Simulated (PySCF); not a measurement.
A structure optimised at PBE-D3(BJ)/def2-TZVP, used in a PySCF frequency run:

```xyz
3

O      0.0000     1.0926     0.2179
O      0.0000     0.0000    -0.4358
O      0.0000    -1.0926     0.2179
```

Question: Write its SMILES, formula and point group.

Answer: O=[O+][O-], O3, C2v

Question: What are its rotational constants (standard atomic weights)?

Answer: 110.88, 13.231, 11.821 GHz
